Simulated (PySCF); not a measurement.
# Level of theory and adiabatic energies of losing or gaining an electron: `[BH2-]Cl` ([BClH2]-•)

The parent is a doublet.

All levels share the PBE0-D3(BJ)/ma-def2-SVP structures and the PBE0-D3(BJ)/ma-def2-SVP thermal terms; only the single-point energies (PySCF) change. Values are adiabatic energies of losing or gaining an electron (0 K, eV).

```
                        level  detachment energy to the singlet neutral     time
           HF/jun-cc-pV(T+d)Z                                     -0.52     11 s
          MP2/jun-cc-pV(T+d)Z                                     -0.06     21 s
      CCSD(T)/jun-cc-pV(T+d)Z                                     -0.01  4.5 min
CAM-B3LYP-D3(BJ)/ma-def2-TZVP                                      0.14        –
```

Times are wall times for all single points of a level on 1 thread of Intel Xeon @ 2.80GHz, a shared host; the dash marks the run that also made the structures.

Hartree-Fock leaves out electron correlation, so its ionisation energies and electron affinities from energy differences mostly come out too low, often by 1 eV or more, where an electron pair is broken or made.

The spread: 0.66 eV, from -0.52 to 0.14.

Caveats: the parent anion holds its electron weakly or not at all, so the values hang on the basis.
